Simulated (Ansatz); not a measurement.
**C3H3F3: small, medium and large basis sets**

Aim: see how fast density functionals converge with the basis set for C3H3F3.

Method: one geometry, several basis sets; program: Ansatz 0.2.0, Gaussian basis.

The runs, in order: PBE0-D4/def2-SVP; ωB97M-V/def2-SVP; PBE0-D4/def2-QZVPP; ωB97M-V/def2-QZVPP; the functionals' def2-TZVPP values are taken from earlier runs.

### Step 1. Structure used throughout

The geometry comes from an earlier relaxation with PBE0-D4 in a triple-zeta def2 set; it is a stationary point, not always the lowest conformer.

SMILES `CC(F)=C(F)F`, 9 atoms, charge 0, spin multiplicity 1.

Atoms are counted from 1 here; the program's logs count them from 0.

Bond lengths: C1–C2 1.476 Å, C1–H7 1.093 Å, C1–H8 1.093 Å, C1–H9 1.089 Å, C2–F3 1.343 Å, C2–C4 1.323 Å, C4–F5 1.311 Å, C4–F6 1.317 Å. Angles: C2–C1–H7 110.4°, C2–C1–H8 110.4°, C2–C1–H9 110.6°, H7–C1–H8 107.9°, H7–C1–H9 108.7°, H8–C1–H9 108.7°, C1–C2–F3 115.6°, C1–C2–C4 126.9°, F3–C2–C4 117.6°, C2–C4–F5 124.8°, C2–C4–F6 123.6°, F5–C4–F6 111.5°.

### Step 2. PBE0-D4 in def2-SVP

in.yaml reads:

```yaml
crystal:
  periodic: [false, false, false]
  atoms:
    - {symbol: C, position_ang: [-0.168240, -0.928920, 0.696475]}
    - {symbol: C, position_ang: [0.337484, -0.050488, -0.376227]}
    - {symbol: F, position_ang: [1.248177, -0.601405, -1.194849]}
    - {symbol: C, position_ang: [-0.012628, 1.204488, -0.605924]}
    - {symbol: F, position_ang: [0.463754, 1.949977, -1.573734]}
    - {symbol: F, position_ang: [-0.893032, 1.860647, 0.121300]}
    - {symbol: H, position_ang: [0.653693, -1.259902, 1.337170]}
    - {symbol: H, position_ang: [-0.641345, -1.817590, 0.269813]}
    - {symbol: H, position_ang: [-0.899362, -0.403208, 1.308877]}
basis:
  gaussian: {orbitals: def2-SVP}
hamiltonian: {xc: pbe0, dispersion: d4}
output: {orbitals: {seedname: orbitals}}
```

Command:

```sh
> ansatz run in.yaml --threads 4 --pin off --events-out ev --progress --plain --max-ram 10444MiB
```

Further steps of the session: ωB97M-V in def2-SVP; PBE0-D4 in def2-QZVPP; ωB97M-V in def2-QZVPP.

Q: Predict the results of all the runs planned. Wanted: PBE0-D4: double and triple zeta above quadruple; ωB97M-V: double and triple zeta above quadruple.

As calculated:

| quantity | value |
| --- | --- |
| PBE0-D4: double and triple zeta above quadruple | 14.03, 0.59 eV |
| ωB97M-V: double and triple zeta above quadruple | 14.35, 0.56 eV |

**Reading.** For PBE0-D4 the step from double to triple zeta gains 13.45 eV and the next only 0.59 eV. Total energies overstate the basis error of differences, where much of it tends to cancel. The LUMO of ωB97M-V is positive and keeps falling with the basis (3.24 to 1.84 eV): an unbound level that the basis holds in place.
